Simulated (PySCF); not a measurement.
Induced dipoles and field energies

Species: C5H5F.
Geometry (PBE0-D3(BJ)/def2-SVP, Å), atoms numbered from 1 in this order:
```xyz
11
C5H5F angstrom
C      2.5705    0.7510   -0.3929
C      1.4375    0.3171    0.0853
C      0.3007   -0.1237    0.5822
C     -0.9584   -0.1560   -0.1512
C     -2.1272   -0.5996    0.3207
F     -0.8775    0.3124   -1.3972
H      2.8618    1.8029   -0.2971
H      3.2634    0.0789   -0.9116
H      0.2724   -0.4959    1.6121
H     -3.0176   -0.5838   -0.3083
H     -2.1967   -0.9789    1.3397
```

Level: PBE0/def2-SVPD (PySCF); nuclei fixed, core orbitals frozen in the response. Permanent dipole (0.615, -0.279, 1.177) D (1 au = 2.5417 D). Static polarisability (au):

```
x   110.36  20.92 -13.85
y    20.92  49.20  -6.88
z   -13.85  -6.88  52.06
```

Only the terms in μ and α are kept: μ(F) = μ + αF and ΔE = −μ·F − ½ F·αF.

Problem. Apply 0.001 au along ±x, ±y and ±z in turn. Tabulate induced and total dipoles and both energy terms.

Solution. 
| field along | induced x (D) | induced y (D) | induced z (D) | total size (D) | −μ·F (kJ/mol) | −½F·αF (kJ/mol) |
| --- | --- | --- | --- | --- | --- | --- |
| +x | 0.281 | 0.053 | -0.035 | 1.469 | -0.635 | -0.145 |
| −x | -0.281 | -0.053 | 0.035 | 1.301 | +0.635 | -0.145 |
| +y | 0.053 | 0.125 | -0.017 | 1.347 | +0.288 | -0.065 |
| −y | -0.053 | -0.125 | 0.017 | 1.380 | -0.288 | -0.065 |
| +z | -0.035 | -0.017 | 0.132 | 1.462 | -1.216 | -0.068 |
| −z | 0.035 | 0.017 | -0.132 | 1.258 | +1.216 | -0.068 |

Problem. For the field (-0.0003, 0.0008, -0.0010) au, what is the induced dipole, and what angle does it make with the field?

Solution. αF = (-0.006, 0.102, -0.136) D, at 11.2° to the field. The polarisability along this direction, F·αF/F², is 49.79 au, against a mean of 70.54 au.

Problem. At what field along the permanent dipole would the induced dipole along it equal the permanent one, in this linear picture?

Solution. The polarisability along the dipole is 51.58 au, so F = 0.5339 au / 51.58 au = 0.0104 au = 0.53 V/Å; higher-order terms are ignored.

Problem. What field makes μF equal to kT at 200 K?

Solution. kT = 0.6334 × 10⁻³ Eh, so F = 0.00119 au = 6.1 MV/cm.

Problem. Induction energy −ᾱe²/2R⁴ of a unit charge at 6 Å, the molecule taken as a point?

Solution. R = 11.34 bohr, so the energy is −70.5/(2 × 11.34⁴) Eh = -5.6 kJ/mol. The charge–dipole term at its most favourable orientation, −μe/R², is -10.9 kJ/mol.

Geometry: PBE0-D3(BJ)/def2-SVP, one conformer, isolated molecule.

These values come from a run that also computed excited states and ΔSCF ions. Time: 29 s. Hardware: one thread of an Arm Neoverse V1, no GPU, on a shared host.
